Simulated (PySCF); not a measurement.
Reaction (SMILES): C#N (CH-N) → [NH+]#[C-] (C-NH)
B3LYP-D3(BJ)/def2-TZVP geometries, fixed; electronic energies without zero-point terms.
Largest species:
```xyz
3

C      0.0000     0.0000    -0.4969
N      0.0000     0.0000     0.6493
H      0.0000     0.0000    -1.5636
```
Charge 0, spin multiplicity 1.

Basis-set convergence of the isomerisation energy at HF with PySCF. All functions are spherical. Density fitting with generated auxiliary sets. No added dispersion term, no relativity. Functions are those of the species that has most. Reference: the value in aug-pcseg-3, 10.14 kcal/mol, itself unsure by roughly 0.10 kcal/mol (its mean distance from aug-cc-pVQZ, cc-pV5Z, def2-QZVPPD). Deviations are taken from unrounded values.

```
basis              functions  isomerisation energy (kcal/mol)  minus reference (kcal/mol)
-----------------  ---------  -------------------------------  --------------------------
6-31G**                   33                            10.91                        0.76
cc-pVDZ                   33                            11.04                        0.90
pcseg-1                   33                             9.52                       -0.62
6-311G**                  42                            10.63                        0.48
6-311+G**                 50                            10.28                        0.14
def2-TZVP                 68                            10.39                        0.25
cc-pVTZ                   74                            10.22                        0.08
pcseg-2                   74                            10.02                       -0.13
def2-TZVPD                83                            10.30                        0.15
def2-TZVPPD               91                            10.06                       -0.08
jun-cc-pV(T+d)Z           92                            10.07                       -0.07
6-311++G(3df,3pd)         96                            10.23                        0.09
aug-pcseg-2              115                            10.06                       -0.09
def2-QZVPP               144                            10.07                       -0.07
pcseg-3                  153                            10.13                       -0.01
def2-QZVPPD              159                            10.04                       -0.10
aug-cc-pVQZ              206                            10.03                       -0.12
cc-pV5Z                  237                            10.05                       -0.10
```
